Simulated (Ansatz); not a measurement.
# Si2NH6 radical: basis-set convergence

Aim: see how fast density functionals and correlated methods converge with the basis set for Si2NH6 radical.

Method: one geometry, several basis sets; program: Ansatz 0.2.0, Gaussian basis.

The runs, in order: PBE0-D4/def2-SVP; ωB97M-V/def2-SVP; PBE0-D4/def2-QZVPP; ωB97M-V/def2-QZVPP; CCSD(T)/cc-pV(D+d)Z; CCSD(T)/cc-pV(T+d)Z; CCSD(T)/cc-pV(Q+d)Z; the functionals' def2-TZVPP values are taken from earlier runs.

### 1 The relaxed structure

The geometry comes from an earlier relaxation with PBE0-D4/def2-TZVP; it is a stationary point, not always the lowest conformer.

SMILES `[SiH2]N[SiH3]`, 9 atoms, charge 0, spin multiplicity 2.

Atoms are counted from 1 here; the program's logs count them from 0.

Bond lengths: Si1–N2 1.730 Å, Si1–H4 1.491 Å, Si1–H5 1.494 Å, N2–Si3 1.731 Å, N2–H6 1.011 Å, Si3–H7 1.488 Å, Si3–H8 1.483 Å, Si3–H9 1.488 Å. Angles: N2–Si1–H4 107.7°, N2–Si1–H5 108.7°, H4–Si1–H5 110.7°, Si1–N2–Si3 128.1°, Si1–N2–H6 115.1°, Si3–N2–H6 116.2°, N2–Si3–H7 111.1°, N2–Si3–H8 106.9°, N2–Si3–H9 112.0°, H7–Si3–H8 109.8°, H7–Si3–H9 107.5°, H8–Si3–H9 109.5°.

### 2 PBE0-D4 in def2-SVP

in.yaml

```yaml
crystal:
  periodic: [false, false, false]
  atoms:
    - {symbol: Si, position_ang: [-1.200856, 0.925305, -0.948367]}
    - {symbol: N, position_ang: [0.196886, 0.625803, 0.025193]}
    - {symbol: Si, position_ang: [0.611744, -0.820464, 0.880208]}
    - {symbol: H, position_ang: [-1.616525, -0.372047, -1.554540]}
    - {symbol: H, position_ang: [-0.842900, 1.913407, -2.010927]}
    - {symbol: H, position_ang: [0.764121, 1.439256, 0.222199]}
    - {symbol: H, position_ang: [1.982631, -1.276549, 0.525392]}
    - {symbol: H, position_ang: [-0.378231, -1.853403, 0.488479]}
    - {symbol: H, position_ang: [0.571629, -0.627709, 2.355364]}
basis:
  gaussian: {orbitals: def2-SVP}
magnetization: {spin_polarized: true, initial_magnetization: 1}
hamiltonian: {xc: pbe0, dispersion: d4}
output: {orbitals: {seedname: orbitals}}
```

Started as:

```
ansatz run in.yaml --threads 2 --pin off --events-out ev --progress --plain --max-ram 32768MiB --backend cpu
```

The runs that follow: ωB97M-V in def2-SVP; PBE0-D4 in def2-QZVPP; ωB97M-V in def2-QZVPP; CCSD(T) in cc-pV(D+d)Z; CCSD(T) in cc-pV(T+d)Z; CCSD(T) in cc-pV(Q+d)Z.

Q: Predict the results of all the runs planned. Wanted: MP2 correlation recovered, cc-pV(D+d)Z; MP2 correlation recovered, cc-pV(T+d)Z; MP2 correlation recovered, cc-pV(Q+d)Z; difference of two CCSD(T) limits: def2 sets; PBE0-D4: double and triple zeta above quadruple; ωB97M-V: double and triple zeta above quadruple.

**Answer**, as computed:

| quantity | value |
| --- | --- |
| MP2 correlation recovered, cc-pV(D+d)Z | 71.6 % |
| MP2 correlation recovered, cc-pV(T+d)Z | 89.0 % |
| MP2 correlation recovered, cc-pV(Q+d)Z | 95.4 % |
| difference of two CCSD(T) limits: def2 sets (earlier runs) less this series | -45 meV |
| PBE0-D4: double and triple zeta above quadruple | 8.15, 0.65 eV |
| ωB97M-V: double and triple zeta above quadruple | 8.23, 0.60 eV |

What this shows: PBE0-D4 gains 7.51 eV from double to triple zeta, then 0.65 eV more. In cc-pV(D+d)Z MP2 holds 72 % of its limit, in cc-pV(Q+d)Z 95 %, while Hartree-Fock is within 0.099 eV in the largest set. A limit from the def2 sets, made apart, differs by 45 meV, a least measure of the doubt on such a limit. These are total energies; as a rule much of such shifts cancels in differences, which this series doesn't test.
